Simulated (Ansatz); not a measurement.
# NH (imidogen): UB3LYP/6-31G(d) (spherical functions)

Aim: the vertical ionisation energy of NH (imidogen) at UB3LYP/6-31G* (spherical functions), from 2 runs. 

Program for the calculation: Ansatz 0.2.0.

44 further runs of the same task are left out: 44 set aside as unsound or not needed.

## (1) Starting point

NH has 2 atoms, charge 0, and is taken as a triplet. SMILES: `[NH]`. Geometry: the measured bond length.

Bond lengths: N1–H2 1.036 Å.

## (2) A single-point energy at UB3LYP/6-31G(d) (spherical functions)

File run.yaml:

```yaml
basis:
  gaussian:
    orbitals: 6-31G_st_-spherical.json
crystal:
  periodic: [false, false, false]
  atoms:
    - {symbol: N, position_ang: [0.000000, 0.000000, 0.000000]}
    - {symbol: H, position_ang: [0.000000, 0.000000, 1.036210]}
hamiltonian:
  xc: {name: B3LYP}
output: {orbitals: {seedname: orbitals}}
magnetization:
  spin_polarized: true
  initial_magnetization: 2
accuracy: high
```

The basis set 6-31G* is read from a file made from the Basis Set Exchange's data (not shown).

Started as:

```bash
$ ansatz run run.yaml --threads 1 --pin off --max-ram 3480MiB --events-out events.jsonl --progress --plain --runs-dir runs
```

Standard output:

```text
Warning: RAYON_NUM_THREADS=1 ignored (pool sized by the plan → 1); use --threads N
Functional definition: B3LYP
  name "B3LYP"
  parameter a0 = 0.2
  parameter ax = 0.72
  parameter ac = 0.81
  exchange = (1 - a0 - ax)*slater_x + ax*b88_x + a0*exact_x
  correlation = (1 - ac)*vwn_rpa_c + ac*lyp_c
269 factors; integrals over basis functions are off by at most 3.0e-9 eV
mean field evaluation 1: about -1501.8594 eV, gradient 1.2e1 eV
mean field evaluation 2: about -1501.9964 eV, gradient 1.1e1 eV
mean field evaluation 4: about -1502.5442 eV, gradient 5.3e-2 eV
mean field evaluation 8: about -1502.5417 eV, gradient 6.5e-4 eV
mean field evaluation 16: about -1502.5417 eV, gradient 2.3e-8 eV
mean field -1502.54170945 eV, -55.2173893630 hartree, gradient 2.3e-8 eV, S^2 2.004884; 0 other end points of the search recorded, 0 dependent functions left out
reference -1502.54172554 eV, -55.2173899541 hartree; 5, 3 occupied and 11, 13 virtual orbitals, 269 factors
Total energy: -1502.54172554 eV, -55.2173899541 hartree
```

Wall time 0.5 s (1 thread of Arm Neoverse V1, shared host).

## (3) The doublet cation

File molecule.yaml:

```yaml
crystal:
  periodic: [false, false, false]
  atoms:
    - {symbol: N, position_ang: [0.000000, 0.000000, 0.000000]}
    - {symbol: H, position_ang: [0.000000, 0.000000, 1.036210]}
basis:
  gaussian:
    orbitals: 6-31G_st_-spherical.json
magnetization:
  spin_polarized: true
  initial_magnetization: 1
total_charge: 1
accuracy: high
output:
  orbitals: {seedname: orbitals}
hamiltonian:
  xc: {name: B3LYP}
```

The basis set 6-31G* is read from a file made from the Basis Set Exchange's data (not shown).

Started as:

```bash
$ ansatz run molecule.yaml --threads 1 --pin off --max-ram 3480MiB --events-out events.jsonl --progress --plain --runs-dir runs
```

Standard output (excerpt; [...] marks lines left out):

```text
Warning: RAYON_NUM_THREADS=1 ignored (pool sized by the plan → 1); use --threads N
[... 7 set-up lines as earlier in the session ...]
268 factors; integrals over basis functions are off by at most 3.0e-9 eV
mean field evaluation 1: about -1487.6784 eV, gradient 1.6e1 eV
mean field evaluation 2: about -1488.3925 eV, gradient 1.1e1 eV
mean field evaluation 4: about -1488.9512 eV, gradient 4.6e-2 eV
mean field evaluation 8: about -1488.9486 eV, gradient 4.8e-4 eV
mean field evaluation 16: about -1488.9486 eV, gradient 4.2e-8 eV
mean field evaluation 32: about -1488.9486 eV, gradient 4.3e-6 eV
mean field -1488.98790449 eV, -54.7192962179 hartree, gradient 2.2e-8 eV, S^2 0.988663; 4 other end points of the search recorded, 0 dependent functions left out
reference -1488.98792157 eV, -54.7192968453 hartree; 4, 3 occupied and 12, 13 virtual orbitals, 268 factors
Total energy: -1488.98792157 eV, -54.7192968453 hartree
```

It took 1.1 s on 1 thread of Arm Neoverse V1, shared host.

## (4) What came out

Level: UB3LYP/6-31G* (spherical functions).

```
                                          quantity         value
                          triplet NH: total energy  -55.21739 Eh
    triplet NH: HOMO energy (highest over α and β)      -8.96 eV
     triplet NH: LUMO energy (lowest over α and β)      -2.57 eV
                                  triplet NH: ⟨S²⟩         2.005
                      doublet cation: total energy  -54.71930 Eh
doublet cation: HOMO energy (highest over α and β)     -22.09 eV
 doublet cation: LUMO energy (lowest over α and β)     -17.78 eV
                              doublet cation: ⟨S²⟩         0.989
vertical ionisation energy (to the doublet cation)     13.554 eV
```

Removing an electron at fixed nuclei costs 13.55 eV (1308 kJ/mol). ⟨S²⟩ (doublet cation) is 0.99 where a pure doublet has 0.75: the reference is spin-contaminated.
